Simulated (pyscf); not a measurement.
H₂C=CH–Cl (SMILES C=CCl) + CH₃• (SMILES [CH3]) -> H₃C–CH₂–CH•–Cl (SMILES CC[CH]Cl), an addition (doublet surface; none broken, C–C formed). Optimised with ωB97X-D3(BJ)/def2-SVP in PySCF. Energies in eV from the separated reactants.

AM1 to PM7: differences of heats of formation from MOPAC. Open shells are spin-unrestricted. 

Task: Quick PM3 single points give ΔE‡ = 0.17 eV and ΔE = -1.58 eV. What does ωB97M-D3(BJ)/def2-TZVP give, and how far is the quick result from it?

Result: ωB97M-D3(BJ)/def2-TZVP gives ΔE‡ = 0.18 eV and ΔE = -1.38 eV. PM3 lies 0.02 eV under it in the barrier and 0.21 eV under it in the reaction energy, so on this step it does not hold to within 0.13 eV. ωB97M-D3(BJ)/def2-TZVP has limits of its own. This is the saddle that the search found; another between the same sides may lie lower.
